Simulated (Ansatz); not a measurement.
We consider PdS (P4₂/m, No. 84), described by LDA (PAW; Ansatz, a first-principles code).

Run with plane-wave cutoff 520 eV, 10×10×8 k mesh (along the axes of the cell as run), Fermi–Dirac smearing 0.05 eV, scalar-relativistic PAW data made under PBE.

Cell (measured lattice):

Space group P4₂/m (No. 84); a = b = 6.4290 Å, c = 6.6110 Å, α = β = γ = 90.00°

| atom | site | symmetry | x | y | z |
|---|---|---|---|---|---|
| Pd | 2c | 2/m.. | 0.0000 | 0.5000 | 0.0000 |
| Pd | 2e | -4.. | 0.0000 | 0.0000 | 0.2500 |
| Pd | 4j | m.. | 0.4678 | 0.2571 | 0.0000 |
| S | 8k | 1 | 0.1936 | 0.3075 | 0.2290 |

**Question.** What does this level give for the band gap and smallest direct gap on the k points sampled?

**Answer.** 
- band gap = 0.00 eV (under three smearing widths, so not firm)
- smallest direct gap on the k points sampled = 0.14 eV (under three smearing widths, so not firm)

Note: the run has no spin polarisation, so it can have missed a magnetic state; cell and atoms aren't relaxed at this level (pressure -5.0 GPa).

Spin–orbit coupling is not included; it can close the smallest gap of 0.00 eV.

Computed values are for the static lattice.

Computing time: around 100 core-seconds (rough).
